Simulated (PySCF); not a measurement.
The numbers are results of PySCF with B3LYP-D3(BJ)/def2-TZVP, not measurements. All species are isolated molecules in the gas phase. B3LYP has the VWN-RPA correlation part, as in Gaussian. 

Reference species (SMILES): `[CH3]` (neutral, multiplicity 2).

```
Item                              Value
-----------------------------  --------
highest occupied spin orbital  -6.45 eV
```

Changed species: `[CH2]C` (radical fragment; the reference has radical fragment).

Problem. Give the shifts of the highest occupied spin orbital.

Solution. the highest occupied spin orbital rises by 0.83 eV, to -5.62 eV.
